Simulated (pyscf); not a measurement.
Structures and frequencies: ωB97X-D3(BJ)/def2-SVP in PySCF.

Problem. `[NH2][SiH2][Si]([F])([SiH3])[SiH3]` + `[H][H]` -> `[F][Si]([SiH3])([SiH3])[SiH3]` + `[NH3]`
Surface: singlet. Broken: N–Si, H–H. Formed: H–Si, H–N. Give ΔE‡ and ΔE from ωB97M-D3(BJ)/def2-TZVP, relative to the separated reactants.

Solution. ΔE‡ = 46.4 kcal/mol, ΔE = +4.4 kcal/mol. Zero-point energy shifts the barrier by +2.5 kcal/mol. It is a four-centre exchange, with an imaginary mode of 1525i cm⁻¹. On the product side the descent ends in a complex (not fully relaxed), 6.3 kcal/mol under the separated species and 48.8 kcal/mol under the saddle at ωB97X-D3(BJ)/def2-TZVP. At the saddle there is also a short H–Si contact that neither side keeps. This is the saddle that the search found; another between the same sides may lie lower.
